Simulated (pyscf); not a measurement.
Optimised with ωB97X-D3(BJ)/def2-SVP in PySCF.

Estimate by transition-state theory the rate constant of `[OH][PH][OH]` + `[GaH3]` -> `[OH][PH][O][GaH2]` + `[H][H]` (singlet surface; H–O, Ga–H broken, Ga–O, H–H formed) at 900 K, with ωB97M-D3(BJ)/def2-TZVP energies (ideal gas, 1 atm, RRHO with modes under 100 cm⁻¹ raised to 100, one conformer, R ln 2 for chiral ones without a mode under 150 cm⁻¹; no tunnelling).

The electronic barrier is 8.6 kcal/mol and the thermal terms add +30.2, so ΔG‡ = 38.9 kcal/mol. With k_BT/h = 1.88e+13 s⁻¹ and RT = 1.788 kcal/mol, and a volume of 1.23e-19 cm³ per molecule at 1 atm, k = 8.5e-16 cm³ molecule⁻¹ s⁻¹. Wigner's tunnelling factor for 1341i cm⁻¹ would be 1.19. A shift of 1 kcal/mol in the barrier changes k by a factor 1.7. On the reactant side the descent ends in an adduct with a Ga–O contact (not fully relaxed), 15.0 kcal/mol under the separated species and 21.0 kcal/mol under the saddle at ωB97X-D3(BJ)/def2-TZVP. On the product side the descent ends in an adduct with a Ga–P, Ga–O contact, 1.6 kcal/mol under the separated species and 30.7 kcal/mol under the saddle at ωB97X-D3(BJ)/def2-TZVP. What is counted as formed (Ga–O) is already present as a longer contact in the reactant adduct; forming that adduct is a step of its own. At the saddle there is also a short Ga–H contact that neither side keeps. At ωB97X-D3(BJ)/def2-TZVP the barrier from the zero used here is 6.0 kcal/mol. HO–PH–O–GaH₂ is closed by a dative Ga–O, Ga–P contact. This is the saddle that the search found; another between the same sides may lie lower. Elements up to Kr have no core potential and no relativistic terms here.
